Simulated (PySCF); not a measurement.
## Vibration and rotation of MgF⁻

RHF-CCSD(T) constants of MgF⁻, ¹Σ⁺ (singlet), closed shell (PySCF, spin-free X2C with a Gaussian nucleus, basis sets Mg aug-cc-pVDZ-DK, F aug-cc-pVDZ-DK; masses 23.9850 and 18.9984 u):

```
ωe              : 558.3 cm⁻¹
ωexe            : 4.7 cm⁻¹
Be              : 0.4639 cm⁻¹
αe              : 0.00565 cm⁻¹
D (centrifugal) : 1.28e-06 cm⁻¹
```

Problem. Estimate the standard entropy (1 bar) and heat capacity of the ideal gas at 500 K, rigid rotor with B0 and harmonic oscillator at the fundamental.

Solution. Translation (Sackur–Tetrode, M = 42.98 u): 166.5 J/(mol K). Rotation: q = kT/(σB0) = 754 with σ = 1, 63.4. Vibration: x = hcν0/kT = 1.58, 5.33. S° = 235.2 J/(mol K); Cp = 7R/2 + 6.78 = 35.9 J/(mol K).

Correlated steps freeze 2 core orbitals.
